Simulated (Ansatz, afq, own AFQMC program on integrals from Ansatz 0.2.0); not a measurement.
# SiHO, quartet: AFQMC among the cluster methods

```xyz
3

Si    0.0000   -0.0872    0.5253
O     0.0000    0.0783   -1.0047
H     0.0000    1.1867    1.3100
```

Connectivity, by distances: SiH–O.

Basis cc-pVDZ. Only valence electrons are correlated. AFQMC by an in-house program on the Cholesky factors that Ansatz 0.2.0 writes for its CCSD(T) run. The CISD trial takes its coefficients from CCSD amplitudes. Released means that phaseless walkers are propagated on without the constraint, phases kept. Free AFQMC starts from the CCSD state and is never constrained. Its projection time is finite, and what remains of the start isn't in its error. ± is one standard error of the sampling.

Determinant: UHF, the one that the program's search chose, which needn't be the lowest solution. The geometry is a point of a scan.

No full CI on the walks' own integrals is used here; CCSDT(Q) serves as the reference and is uncertain by about the last step of the cluster series.

Cautions: lower spins were not checked; the determinant is a saddle point among determinants of its kind.

The T1 diagnostic is 0.0235 and the weight of the determinant in the CISD state is 0.909. The ⟨S²⟩ of the determinant is 3.759 and the size of the correlated space is 11 electrons in 31 orbitals.

Reference: CCSDT(Q), correlation energy -6.194 eV. The released energy is read at 1.62 1/Eh, later times being too noisy (meV from the phaseless value at times in 1/Eh: 21 ± 11 at 0.24, 10 ± 13 at 0.51, 6 ± 14 at 0.99, 21 ± 18 at 1.62, 17 ± 20 at 2.40).

```tsv
level	E − E(reference) (kcal/mol)	share of correlation (%)
HF	142.84	0.00
MP2	20.03	85.98
CCSD	3.47	97.57
CCSD(T)	0.77	99.46
CCSDT	0.23	99.84
ph-AFQMC/HF	1.61 ± 1.31	98.87
ph-AFQMC/CISD	-0.06 ± 0.21	100.04
released AFQMC	0.43 ± 0.40	99.70
free AFQMC	0.23 ± 0.24	99.84
```

Free projections are given only where their last times agree within the noise and don't stop above the reference; a slow remainder of the start can still hide under it. A walk keeps the symmetry of its determinant, which the program's search chose and which needn't be the lowest solution, so a lower state of the same spin and another symmetry isn't excluded. Released energies are given only where the last usable release times agree within the noise; a slower fall can still hide under it.
